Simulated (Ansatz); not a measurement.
Energy needed to pull apart SiN$_{2}$H$_{4}$ (SMILES N[Si]N), closed shell, into free ground-state atoms, from the structure below (displaced at random from a GFN2-xTB minimum); no zero-point or spin–orbit terms; open-shell atoms are treated unrestricted, in their ground-state multiplicity.

N1  (-1.204, 0.320, -0.423)
Si2  (-0.124, -1.107, -0.461)
N3  (1.241, -0.393, 0.308)
H4  (-2.144, 0.356, -0.763)
H5  (-0.982, 1.164, 0.086)
H6  (1.244, 0.516, 0.659)
H7  (2.069, -0.913, 0.496)
(Å)

Program: Ansatz 0.2.0. Basis: def2-TZVPP. Cores are frozen in the correlated methods.

| method | atomization energy (eV) |
| --- | --- |
| PBE-D4 | 25.33 |
| r2SCAN-D4 | 24.54 |
| PBE0-D4 | 24.63 |
| r2SCAN0-D4 | 24.03 |
| BHLYP-D4 | ? |
| wB97M-V | ? |
| HF | 16.28 |
| MP2 | 24.14 |
| CCSD | 23.47 |
| CCSD(T) | 23.89 |

(1) What does BHLYP-D4 give? (An estimate is asked for; the value comes from the calculation.)

(2) What does wB97M-V give? (Judge from chemistry; the value comes from the calculation.)

The T1 diagnostic stays at or below 0.014.

## Answers

(1) By the calculation: 24.03 eV, which is about 0.14 eV more than CCSD(T)/def2-TZVPP.

(2) Computed: 25.07 eV, which is about 1.19 eV more than CCSD(T)/def2-TZVPP.

In triple zeta the MP2 and coupled-cluster atomization energies are still short of their basis limit by a few kcal/mol a bond, whereas those of the functionals are nearly converged, so these differences are not deviations from converged CCSD(T).

For scale, one of the runs: CCSD(T)/def2-TZVPP forces, 160 basis functions (an equivalent command: `ansatz run in.yaml --threads 4`). The run took 61 s on 4 CPU threads (shared host), with 2.2 GiB of host memory at its peak.
